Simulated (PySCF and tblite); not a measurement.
The numbers below are computed, except where a source is named.
(CH3)2CHCHF2, C4H8F2, numbered as in [CH3:1][CH:2]([CH3:3])[CH:4]([F:5])[F:6].

First level. The ensemble was built from 90 distance-geometry starts (ETKDG and KDG, MMFF94s, GFN2-xTB) and rests on PBE0-D3(BJ)/def2-SVP geometries. Energies: CAM-B3LYP-D3(BJ)/def2-TZVP (IEF-PCM, chloroform), with GFN2-xTB thermal terms (modes under about 100 cm⁻¹ blended into free rotors). Symmetry numbers and mirror images are counted. Conformers within 3 kcal/mol (GFN2-xTB free energy) were kept, 8 at most. GIAO shieldings: wB97X-D/pcSseg-1 (IEF-PCM, chloroform). Shifts are against TMS (¹H), TMS (¹³C), CFCl3 (¹⁹F) at the same level. Codes: tblite and PySCF.

It gives, at 298.15 K, with 2 conformers (largest weight 58 %): ¹H: 5.63 (H4, 1H), 1.64 (H2, 1H), 1.02 (H1/H3, 6H) ppm. ¹³C: 123.9 (C4), 35.3 (C2), 16.8 (C1/C3) ppm. ¹⁹F: -138.0 (F5/F6) ppm.

Second level: PBE0-D3(BJ)/def2-SVP geometries, energies BHandHLYP-D3(BJ)/pcSseg-1, starting guess atom, shieldings BHandHLYP/pcSseg-1, starting guess atom, on up to 4 of the same conformers.

Problem. How do the averaged shifts change?

Solution. 
| signal | first | second | change (ppm) |
| --- | --- | --- | --- |
| H1/H3 | 1.02 | 1.04 | 0.02 |
| H2 | 1.64 | 1.50 | -0.14 |
| H4 | 5.63 | 5.35 | -0.28 |
| C1/C3 | 16.8 | 16.2 | -0.6 |
| C2 | 35.3 | 34.3 | -1.0 |
| C4 | 123.9 | 118.7 | -5.3 |
| F5/F6 | -138.0 | -129.1 | 9.0 |

The largest weight becomes 71 %.

Unscaled ¹⁹F shifts at such levels can be off by tens of ppm; differences between conformers or isomers are more reliable. Shifts are unscaled: against experiment ¹³C can be off by 15 ppm or more and ¹H by 0.8 ppm.
